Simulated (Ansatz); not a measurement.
Mulliken charges of CH5BS, SMILES `BSC` from r2SCAN/def2-TZVPP in Ansatz (PBE0-D4/def2-TZVP geometry).

```tsv
atom	x (Å)	y (Å)	z (Å)	charge (e)
B1	-0.870	0.955	-0.908	-0.071
S2	0.708	0.854	-0.159	-0.054
C3	0.741	-0.736	0.703	-0.142
H4	-1.668	0.075	-0.790	0.001
H5	-1.086	1.948	-1.533	0.007
H6	0.911	-0.561	1.765	0.085
H7	1.560	-1.337	0.307	0.085
H8	-0.204	-1.256	0.559	0.088
```

Q: By hand: the dipole of these point charges (1 e Å = 4.8032 D).

A: Σ q r = (0.101, -0.268, 0.187) e Å, of length 0.342 e Å = 1.64 D.

Q: How does the dipole of the full density compare? (Estimate.)

A: Ansatz gave: (0.073, -0.309, 0.197) e Å, 1.79 D; the point charges give 0.92 times that, at 6° from its direction.

Point charges leave out the atoms' own dipoles, such as those of lone pairs, and Mulliken's split depends on the basis, so the close match here is no proof of good charges.
